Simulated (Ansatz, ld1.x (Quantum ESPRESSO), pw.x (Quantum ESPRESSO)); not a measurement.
**What a changed setting does to a pw.x run (diamond Si)**

Potential: norm-conserving Troullier–Martins (Kleinman–Bylander form), ld1.x (Quantum ESPRESSO) 7.5, PBE; core [Ne], reference 3s2 3p2; waves: 3p (bound): rc 1.80 bohr; 3d channel at 0.1 Ry: rc 1.85 bohr; 3s (bound): rc 1.85 bohr; local part: the s channel; core correction: a·sin(br)/r model core inside 1.35 bohr.

The reference run (k-mesh 8³, cutoffs 50/200 Ry, Fermi–Dirac 0.01 Ry, mixing_beta 0.4, conv_thr 1e-9, no spin) gives -0.41 GPa at 20.463 Å³/atom, where all-electron LAPW gives -0.05 GPa. This run, with its own iteration cap, changes diagonalization to cg.

```
&control
  calculation='scf', prefix='x', pseudo_dir='./', outdir='./tmp', tstress=.true., disk_io='none'
/
&system
  ibrav=0, nat=2, ntyp=1, ecutwfc=50, ecutrho=200, nbnd=11,
  occupations='smearing', smearing='fd', degauss=0.01
/
&electrons
  conv_thr=1e-09, mixing_beta=0.4, electron_maxstep=60, diagonalization='cg'
/
ATOMIC_SPECIES
Si 1.0 Si.UPF
CELL_PARAMETERS angstrom
  0.00000000 2.73520428 2.73520428
  2.73520428 0.00000000 2.73520428
  2.73520428 2.73520428 0.00000000
ATOMIC_POSITIONS crystal
Si 0.0000 0.0000 0.0000
Si 0.2500 0.2500 0.2500
K_POINTS automatic
8 8 8 0 0 0
```

```bash
pw.x < Si.scf.in > Si.scf.out
```

Problem. How does the run end?

Solution. It converges in 7 iterations; the free energy moves by +0.0 meV/atom and the pressure by +0.00 GPa. The result is that of the reference run.

```
Message from routine setup:
     using ibrav=0 with symmetry is DISCOURAGED, use correct ibrav instead
     lattice parameter (alat)  =       7.3098  a.u.
     unit-cell volume          =     276.1823 (a.u.)^3
     number of electrons       =         8.00
     number of Kohn-Sham states=           11
     kinetic-energy cutoff     =      50.0000  Ry
     charge density cutoff     =     200.0000  Ry
     scf convergence threshold =      1.0E-09
     Exchange-correlation= PBE
     number of k points=    29  Fermi-Dirac smearing, width (Ry)=  0.0100
     iteration #  1     ecut=    50.00 Ry     beta= 0.40
     total energy              =     -16.87952235 Ry
     estimated scf accuracy    <       0.05359017 Ry
     iteration #  2     ecut=    50.00 Ry     beta= 0.40
     total energy              =     -16.87676281 Ry
     estimated scf accuracy    <       0.01577713 Ry
     iteration #  3     ecut=    50.00 Ry     beta= 0.40
     total energy              =     -16.87752643 Ry
     estimated scf accuracy    <       0.00020877 Ry
     iteration #  4     ecut=    50.00 Ry     beta= 0.40
     c_bands:  1 eigenvalues not converged
     total energy              =     -16.87757633 Ry
     estimated scf accuracy    <       0.00002900 Ry
     iteration #  5     ecut=    50.00 Ry     beta= 0.40
     total energy              =     -16.87757993 Ry
     estimated scf accuracy    <       0.00000016 Ry
     iteration #  6     ecut=    50.00 Ry     beta= 0.40
     total energy              =     -16.87758009 Ry
     estimated scf accuracy    <       0.00000007 Ry
     iteration #  7     ecut=    50.00 Ry     beta= 0.40
     the Fermi energy is     6.2723 ev
!    total energy              =     -16.87758010 Ry
     estimated scf accuracy    <          2.0E-10 Ry
     smearing contrib. (-TS)   =      -0.00027498 Ry
     The total energy is F=E-TS. E is the sum of the following terms:
     one-electron contribution =       4.80532271 Ry
     hartree contribution      =       1.11240600 Ry
     xc contribution           =      -6.12017973 Ry
     ewald contribution        =     -16.67485410 Ry
     convergence has been achieved in   7 iterations
          total   stress  (Ry/bohr**3)                   (kbar)     P=       -4.09
     Message from routine punch:
     Nothing written, as per user request (disk_io='none')
```

The run took about 9.9 s on one core of a shared host (Neoverse-V1, 32 threads, 247 GiB, load 9).
